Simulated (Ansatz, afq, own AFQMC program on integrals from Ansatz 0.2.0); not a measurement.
# AlSiH, triplet in 6-31G along one coordinate

```json
{"atom": "Si", "x (Å)": "0.0000", "y (Å)": "-0.0360", "z (Å)": "1.1654"}
{"atom": "Al", "x (Å)": "0.0000", "y (Å)": "-0.0118", "z (Å)": "-1.2249"}
{"atom": "H", "x (Å)": "0.0000", "y (Å)": "1.3177", "z (Å)": "0.3154"}
```

All coordinates are scaled about the centre. Energies in mEh count from this geometry (1.000) at the same level; the start stands on UHF, each point on the determinant named.

Basis 6-31G. Only valence electrons are correlated. Integrals, coupled cluster, full CI and functionals: Ansatz 0.2.0; the random walks run on the same integrals in our own AFQMC program. ph-AFQMC/CISD is guided by a CISD state made of CCSD amplitudes; releasing the constraint for a short imaginary time cuts its bias at the price of noise, slowly where states lie close. ± is one standard error of the sampling.

Cautions, each for one point or more: cluster runs in doubt by the program's own checks; lower spins were not checked; raised T1 diagnostic; strong correlation; the next higher spin lies close; unrestricted determinant slightly spin contaminated; unrestricted determinant spin contaminated.

```tsv
scale of all distances	det.	T1	weight	⟨S²⟩	wB97M-V	PBE0	CCSD(T)
0.889	UHF	0.033	0.88	2.04	37.6	37.4	42.3
1.117	UHF	0.042	0.87	2.05	2.8	3.8	-0.5
1.296	UHF	0.045	0.85	2.07	36.0	38.3	27.6
1.483	UHF	0.081	0.77	2.40	78.3	80.9	63.9
1.764	UHF	0.098	0.67	2.84	135.3§	135.0§	111.0
2.027	UHF	0.050	0.79	2.95	163.0§	162.0§	135.2
2.407	UHF	0.018	0.90	2.99	174.5§	175.5§	144.8
```

Task: Estimate the curve of full CI, counted from the same start.

Result: 
```csv
scale of all distances,det.,T1,weight,⟨S²⟩,FCI,ph-AFQMC/CISD,CCSDT(Q)
0.889,UHF,0.033,0.88,2.04,42.4,42.6 ± 0.08,42.5
1.117,UHF,0.042,0.87,2.05,-0.7,-0.5 ± 0.08,-0.7
1.296,UHF,0.045,0.85,2.07,27.1,27.5 ± 0.1,27.1
1.483,UHF,0.081,0.77,2.40,62.3,63.9 ± 0.1,62.3
1.764,UHF,0.098,0.67,2.84,107.2,110.9 ± 0.2,107.2
2.027,UHF,0.050,0.79,2.95,132.5,134.8 ± 0.2,133.0
2.407,UHF,0.018,0.90,2.99,144.8,145.1 ± 0.08,145.0
```

Weight is that of the determinant in the CISD state; at the start T1 is 0.040 and the weight 0.87, and ⟨S²⟩ is 2.05. § marks a functional whose ⟨S²⟩ is too high by over 0.1. Largest departures from full CI: CCSD(T) 3.8 mEh at 1.764 (on UHF), ph-AFQMC/CISD 3.7 mEh at 1.764 (on UHF), CCSDT(Q) 0.4 mEh at 2.027 (on UHF), wB97M-V 16.0 mEh at 1.483, PBE0 18.6 mEh at 1.483. Functionals count only at points shown to share the start's state and spin. In this small basis the wave-function levels are far from their limit, so their gap to the functionals isn't the functionals' error.

CCSDT and higher add their correlation energy to the determinant of the CCSD(T) run, since their own runs factorise the integrals more tightly (a shift of under 2 meV). A walk keeps the symmetry of its determinant, which the program's search chose and which needn't be the lowest solution, so a lower state of the same spin and another symmetry isn't excluded.
